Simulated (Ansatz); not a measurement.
Ansatz (an electronic-structure program) input (CCSD(T)/aug-cc-pVDZ):

Ansatz 0.2 input:
```yaml
crystal:
  periodic: [false, false, false]
  atoms:
    - {symbol: O, position_ang: [0.00640950, 0.00082813, 1.39432741]}
    - {symbol: C, position_ang: [0.00085310, 0.00011022, 0.18558322]}
    - {symbol: C, position_ang: [-0.00523531, 1.28535289, -0.61238490]}
    - {symbol: C, position_ang: [-0.00038784, -1.28607943, -0.61087992]}
    - {symbol: H, position_ang: [0.00270891, 2.14131370, 0.05812234]}
    - {symbol: H, position_ang: [-0.00216275, -2.14124313, 0.06068828]}
    - {symbol: H, position_ang: [-0.88988472, 1.32626971, -1.25304413]}
    - {symbol: H, position_ang: [0.86529604, 1.32407970, -1.27214134]}
    - {symbol: H, position_ang: [0.87833452, -1.32776204, -1.25959603]}
    - {symbol: H, position_ang: [-0.87694764, -1.32558514, -1.26255881]}
basis:
  gaussian:
    orbitals: aug-cc-pVDZ
magnetization: {spin_polarized: false}
correlation: {method: ccsd_t, electrons: outside_noble_gas}
output: {forces: true}
```

End of the output:

```
4 core orbitals not correlated
reference -5224.28460976 eV, -191.9889182613 hartree; 12, 12 occupied and 130, 130 virtual orbitals, 1437 factors
densities: 2.30 GiB planned
second order -17.03528961 eV of doubles, -0.00000000 eV of singles
coupled cluster: 1.21 GiB planned
cycle   1  -17.49902629 eV  change   -4.6e-1 eV  update   1.0e-1
cycle   2  -17.96619338 eV  change   -4.7e-1 eV  update   3.2e-2
cycle   3  -18.10059833 eV  change   -1.3e-1 eV  update   1.7e-2
cycle   4  -18.09647482 eV  change    4.1e-3 eV  update   4.4e-3
cycle   5  -18.09577128 eV  change    7.0e-4 eV  update   2.0e-3
cycle   6  -18.09626043 eV  change   -4.9e-4 eV  update   6.6e-4
cycle   7  -18.09608163 eV  change    1.8e-4 eV  update   2.5e-4
cycle   8  -18.09601767 eV  change    6.4e-5 eV  update   8.8e-5
cycle   9  -18.09603968 eV  change   -2.2e-5 eV  update   3.4e-5
cycle  10  -18.09605422 eV  change   -1.5e-5 eV  update   1.0e-5
cycle  11  -18.09604401 eV  change    1.0e-5 eV  update   4.8e-6
perturbative correction -0.63485394 eV, -0.0233304521 hartree
the calculation of the forces begins
Total energy: -5243.01550771 eV, -192.6772660649 hartree
Atom 0 at     0.006410     0.000828     1.394327 Å, force     0.007919     0.001023     1.722632 eV/Å
Atom 1 at     0.000853     0.000110     0.185583 Å, force    -0.005662    -0.000732    -1.231786 eV/Å
Atom 2 at    -0.005235     1.285353    -0.612385 Å, force    -0.000606     0.005681    -0.024163 eV/Å
Atom 3 at    -0.000388    -1.286079    -0.610880 Å, force     0.000384    -0.005709    -0.024160 eV/Å
Atom 4 at     0.002709     2.141314     0.058122 Å, force     0.003848     0.376957     0.307147 eV/Å
Atom 5 at    -0.002163    -2.141243     0.060688 Å, force    -0.001022    -0.376592     0.307617 eV/Å
Atom 6 at    -0.889885     1.326270    -1.253044 Å, force    -0.390579     0.003696    -0.260094 eV/Å
Atom 7 at     0.865296     1.324080    -1.272141 Å, force     0.385336     0.002714    -0.268541 eV/Å
Atom 8 at     0.878335    -1.327762    -1.259596 Å, force     0.388171    -0.004007    -0.263669 eV/Å
Atom 9 at    -0.876948    -1.325585    -1.262559 Å, force    -0.387789    -0.003031    -0.264984 eV/Å
Dipole moment:    -0.002787    -0.000360    -0.606392 e Å
```
